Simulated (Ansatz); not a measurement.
Anatase TiO₂ (metastable phase), treated with PBEsol in Ansatz (PAW).

Settings: plane-wave cutoff 500 eV, 12×12×12 k mesh, gaussian smearing 0.02 eV, no spin polarisation, scalar-relativistic PAW data made under PBE.

Cell (relaxed at this level):

```cif
data_O8Ti4
_chemical_formula_sum 'Ti4 O8'
_space_group_name_H-M_alt 'I41/amd :1'
_space_group_IT_number 141
_space_group_name_Hall 'I 4bw 2bw -1bw'
_cell_length_a 3.76978
_cell_length_b 3.76978
_cell_length_c 9.55299
_cell_angle_alpha 90.000
_cell_angle_beta 90.000
_cell_angle_gamma 90.000
loop_
_atom_site_label
_atom_site_type_symbol
_atom_site_symmetry_multiplicity
_atom_site_Wyckoff_symbol
_atom_site_fract_x
_atom_site_fract_y
_atom_site_fract_z
_atom_site_occupancy
Ti1 Ti 4 a 0.00000 0.00000 0.00000 1
O1 O 8 e 0.00000 0.00000 0.20752 1
```
(The calculation used a cell of 6 atoms; values per cell refer to that cell.)

Problem. What does this level give for the band gap?

Solution. 
* **band gap**: 2.11 eV (on the SCF k mesh)

Measured, for comparison: band gap 3.42 eV (low temperature, zero-point motion not removed, gap of extended states, from the Urbach tail; as tabulated in Kang and Hybertsen (2010), arXiv:1006.4085). Computed (rounded) less measured: band gap -1.31 eV.

Static lattice: no zero-point or thermal effects.

Cost on a shared machine: around 4 core-minutes (rough).

Ansatz is an electronic-structure program.
